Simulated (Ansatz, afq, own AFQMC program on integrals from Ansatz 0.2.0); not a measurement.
## InBr₂Cl, singlet, reference energies and how methods fare

```yaml
atoms:
  - { symbol: Cl, position_ang: [-1.9379, -0.9914, 0.8743] }
  - { symbol: In, position_ang: [-0.0150, -0.0077, 0.0068] }
  - { symbol: Br, position_ang: [2.1836, -0.7858, 0.7771] }
  - { symbol: Br, position_ang: [-0.2307, 1.7850, -1.6582] }
```

Geometry: a PBE0/def2-SVP stationary point, not shown to be a minimum. Basis def2-TZVP with its core potentials. Noble-gas cores (and the filled d shells of Ga–Kr and In–Xe) are frozen. Integrals, coupled cluster, full CI and functionals: Ansatz 0.2.0; the random walks run on the same integrals in our own AFQMC program. ph-AFQMC/CISD is guided by a CISD state made of CCSD amplitudes; releasing the constraint for a short imaginary time cuts its bias at the price of noise, slowly where states lie close. ± is one standard error of the sampling. No spin–orbit coupling.

Best estimates are CCSD(T) at the basis-set limit (def2-TZVPP/QZVPP) plus the step from CCSD(T) to the highest rung at hand in def2-TZVP, named in the table (released AFQMC can keep some 10 meV of bias). Fragments are relaxed and keep their bonds. No zero-point, core-correlation or spin–orbit terms, no scalar relativity below Rb. Other levels are in def2-TZVP; a dash marks a level that is missing or breaks spin symmetry for a member.

Cautions: inner d shell frozen; no relativity below Rb; no spin-orbit coupling; InBr₂Cl (singlet): the released value is read at 0.90 1/Eh with a noise of 13 meV, more than in the cases checked (meV from the phaseless value at times in 1/Eh: -20 ± 11 at 0.21, -11 ± 9 at 0.42, -13 ± 12 at 0.63, -23 ± 13 at 0.90); InBr₂ (doublet): the released value is read at 1.50 1/Eh with a noise of 10 meV, more than in the cases checked (meV from the phaseless value at times in 1/Eh: -8 ± 6 at 0.24, -9 ± 6 at 0.51, -9 ± 7 at 0.99, -20 ± 10 at 1.50); InBrCl (doublet): the released value is read at 1.50 1/Eh (meV from the phaseless value at times in 1/Eh: -3 ± 6 at 0.24, -10 ± 6 at 0.51, -19 ± 8 at 0.99, -19 ± 9 at 1.50).

```json
{"process": "In2–Cl1 → InBr2 (doublet; Br–In–Br) + Cl (doublet)", "best estimate (kcal/mol)": "89.7 ± 0.4", "highest rung": "released AFQMC"}
{"process": "In2–Br4 → InBrCl (doublet; Cl–In–Br) + Br (doublet)", "best estimate (kcal/mol)": "80.6 ± 0.4", "highest rung": "released AFQMC"}
{"process": "to free atoms", "best estimate (kcal/mol)": "227.7 ± 0.3", "highest rung": "released AFQMC"}
```

Errors against the best estimates in kcal/mol, the processes numbered in the order above:

```json
{"level": "MP2", "error, 1": "0.4", "error, 2": "-0.5", "error, 3": "-0.2"}
{"level": "CCSD(T)", "error, 1": "-4.4", "error, 2": "-3.8", "error, 3": "-12.7"}
{"level": "ph-AFQMC/CISD", "error, 1": "-3.9 ± 0.3", "error, 2": "-3.4 ± 0.3", "error, 3": "-11.9 ± 0.2"}
{"level": "CCSD(T)/CBS", "error, 1": "-0.4", "error, 2": "-0.3", "error, 3": "-0.8"}
{"level": "PBE", "error, 1": "-7.6", "error, 2": "-6.8", "error, 3": "-8.3"}
{"level": "r2SCAN", "error, 1": "-5.8", "error, 2": "-4.5", "error, 3": "-3.5"}
{"level": "PBE0", "error, 1": "-6.6", "error, 2": "-5.5", "error, 3": "-9.9"}
{"level": "B3LYP", "error, 1": "-12.3", "error, 2": "-11.1", "error, 3": "-23.2"}
{"level": "wB97M-V", "error, 1": "-2.7", "error, 2": "-3.8", "error, 3": "-9.3"}
{"level": "B2PLYP", "error, 1": "-7.5", "error, 2": "-6.8", "error, 3": "-15.6"}
```

Cost at the first geometry (cards were shared with other jobs): PBE0/def2-TZVP, 16 s on 1 thread of AMD EPYC 7R13 Processor (Zen 3), with other jobs on the host; RCCSD(T)/def2-TZVP, 2.8 s on 1 × NVIDIA H100 80GB HBM3 with 1 thread of AMD EPYC 7R13 Processor (Zen 3) (shared host); CCSD(T)/def2-QZVPP, 6 s on 1 × NVIDIA H100 80GB HBM3 with 1 thread of AMD EPYC 7R13 Processor (Zen 3), on a shared host; ph-AFQMC/CISD with release, 4.4 min on 1 × NVIDIA H100 80GB HBM3 with 2 threads of AMD EPYC 7R13 Processor (Zen 3) (shared host).

Best estimates are given only where the step beyond CCSD(T) is under 0.3 eV and no member's determinant is very poor (T1 over 0.05, or 0.07 for open shells, ⟨S²⟩ too high by 0.3, two states mixed), so the hardest cases are missing from such tables.

The functionals ran in a triple-zeta set and keep a basis error of their own, a few kJ/mol for each bond in atomization energies and more for double hybrids, so close places among them and the extrapolated levels can swap.

Each member of a difference takes its own highest rung, so a best estimate needn't equal the limit plus the step of one row. A walk keeps the symmetry of its determinant, which the program's search chose and which needn't be the lowest solution, so a lower state of the same spin and another symmetry isn't excluded. Released energies are given only where the last usable release times agree within the noise; a slower fall can still hide under it. The exponents were fitted on light atoms, and def2 sets of heavy atoms don't grow evenly, so the limit is rough here.
